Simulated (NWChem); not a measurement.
System: dichloromethane (CH₂Cl₂); SMILES ClCCl

Input file for NWChem:

```
start job
memory heap 200 mb stack 900 mb global 1100 mb
geometry units angstroms noautoz
  Cl     1.477601     0.000000     0.207438
  C      0.000000     0.000000    -0.763020
  Cl    -1.477601     0.000000     0.207438
  H      0.000000     0.901498    -1.385988
  H      0.000000    -0.901498    -1.385988
end
basis spherical
  * library def2-tzvpd
end
dft
  xc xcamb88 1.00 lyp 0.81 vwn_5 0.19 hfexch 1.00
  cam 0.33 cam_alpha 0.19 cam_beta 0.46
  iterations 150
  mulliken
end
task dft energy
```

Geometry: optimised at PBE0/def2-SVP.

Task: Give the results of this calculation. (CAM-B3LYP/def2-TZVPD.) Quantities: energy (Ha); highest occupied level (eV); orbital gap (eV); dipole (D).

Result: 
```json
{
 "energy (Ha)": "-959.75",
 "highest occupied level (eV)": "-10.16",
 "orbital gap (eV)": "10.62",
 "dipole (D)": "1.66"
}
```
